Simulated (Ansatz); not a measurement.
Reaction (ligand exchange at the Si–O bond): disiloxane + `BS` → `BS[SiH3]` + silanol

Computed with Ansatz on PBE0-D4/def2-TZVP structures; ΔE is electronic, products minus reactants. CCSD(T)/CBS is the MP2 limit (def2-TZVPP, def2-QZVPP) plus CCSD(T) − MP2 in def2-TZVPP, frozen cores. This one scheme is used for every species. DFT in def2-TZVPP. B3LYP here is the variant with VWN-RPA as its local correlation; programs differ in this.

```
             level  ΔE (eV)
           PBE0-D4     0.48
            B2PLYP     0.63
              PBE0     0.49
             B3LYP     0.64
      MP2/def2-SVP     0.61
  CCSD(T)/def2-SVP     0.63
     HF/def2-TZVPP     0.80
SCS-MP2/def2-TZVPP     0.64
```

Task: What does CCSD(T)/CBS give? (Estimate.)

Result: Computed: +0.57 eV. The listed levels differ from it by -0.09, 0.06, -0.08, 0.07, 0.04, 0.06, 0.23, 0.07 eV.

Largest T1 diagnostic among the species: 0.015.

From BLYP to BHLYP (50 % exact exchange), in def2-TZVPP and without D4, ΔE moves by +0.10 eV. At CCSD(T), def2-SVP lies +0.06 eV from the extrapolated value and def2-TZVPP +0.03 eV.
